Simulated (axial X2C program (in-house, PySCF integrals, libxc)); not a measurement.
# Nuclear properties of PH

Calculated with an in-house all-electron X2C program for linear molecules (integrals from PySCF): two-component X2C with atomic mean-field Coulomb and Gaunt terms, Gaussian nuclei, basis P dyall-v3z, H dyall-v3z with contracted cores.

R = 1.432 Å (near the PBE0 minimum at charge 0 of the determinant lowest at the starting distance; the state shown can have its own minimum elsewhere).

Determinant lowest in the PBE0 search, Ω = 1 (⟨Sz⟩ = 1.00, ⟨Lz⟩ = 0.00 at PBE0), spin on the atoms P 1.03, H -0.03:

| level | Eeff magnitude (GV/cm) | Ws magnitude P (kHz) | A∥/gI P (MHz) | qzz P (a.u.) | A∥/gI H (MHz) | qzz H (a.u.) | μ (D) |
| --- | --- | --- | --- | --- | --- | --- | --- |
| PBE0 | 0.0352 | 0.0138 | -158 | -0.76 | -4.53 | 0.17 | 0.49 |
| HF | 0.065 | 0.0251 | -80.8 | -0.65 | -5.71 | 0.17 | 0.52 |
| PBE50 | 0.0418 | 0.0162 | -140 | -0.73 | -4.43 | 0.17 | 0.52 |
| TPSSh | 0.0378 | 0.0147 | -95.8 | -0.70 | -1.74 | 0.17 | 0.49 |
| LDA | 0.015 | 0.00596 | -159 | -0.82 | -3.93 | 0.17 | 0.50 |

Determinant 1.07 eV from it at PBE0 and this distance, Ω = 0 (closed shell), highest spinor 95% P p, 4% H p:

```json
{"level": "PBE0", "qzz P (a.u.)": "-0.85", "qzz H (a.u.)": "0.17", "μ (D)": "0.50"}
{"level": "HF", "qzz P (a.u.)": "-0.81", "qzz H (a.u.)": "0.17", "μ (D)": "0.53"}
{"level": "PBE50", "qzz P (a.u.)": "-0.84", "qzz H (a.u.)": "0.17", "μ (D)": "0.53"}
{"level": "TPSSh", "qzz P (a.u.)": "-0.82", "qzz H (a.u.)": "0.17", "μ (D)": "0.49"}
{"level": "LDA", "qzz P (a.u.)": "-0.93", "qzz H (a.u.)": "0.17", "μ (D)": "0.51"}
```

Eeff is the effective electric field on the electron electric dipole moment in this Ω state and Ws the scalar–pseudoscalar constant of the nucleus named (defined with the proton number Z and per Ω); A∥ (defined per Ω) follows by multiplying with gI = μI/(I μN); qzz is the electric field gradient, eQq0 = 234.96 MHz × Q/barn × qzz; μ is positive if the H end (last atom) is positive. The operators were transformed with the bare-nucleus X2C matrices; with these basis sets, hyperfine constants and field gradients can be off by tens of per cent, and where levels differ in sign neither size nor sign is settled.

**Question.** With gI(31P) = 2.2632 (g factors from the IAEA table of nuclear moments by Stone), turn the PBE0 values of the first state into constants in MHz.

**Answer.** A∥(31P) = -158 × 2.2632 = -358 MHz.

Each state is one determinant with collinear spin, which with several unpaired electrons need not be a pure state. Unrestricted Hartree–Fock can overshoot spin polarisation at the nuclei. A closed determinant beside an open π² or δ² triplet, such as (π1/2)², mixes with its partner pair into the 0⁺ component of the triplet and ¹Σ⁺, so its energy is not that of a level, and 0⁺ can lie lowest. With several open shells hyperfine constants can be off by a factor of several. Where Eeff spreads by more than a factor of two the levels disagree and none is to be relied on. Open-shell Ω = 0 determinants with evenly filled partner blocks cannot be reached by this program, so the Ω shown need not be the lowest component. The search compared states at one distance, so a state with another bond length can lie lower. Further determinants of the search, some of them spin-mixed, are not shown. Where a field gradient or hyperfine factor spreads by more than a factor of two over the levels, a constant derived from it is not to be relied on. PBE0 term energies can be off by some tenths of an eV.
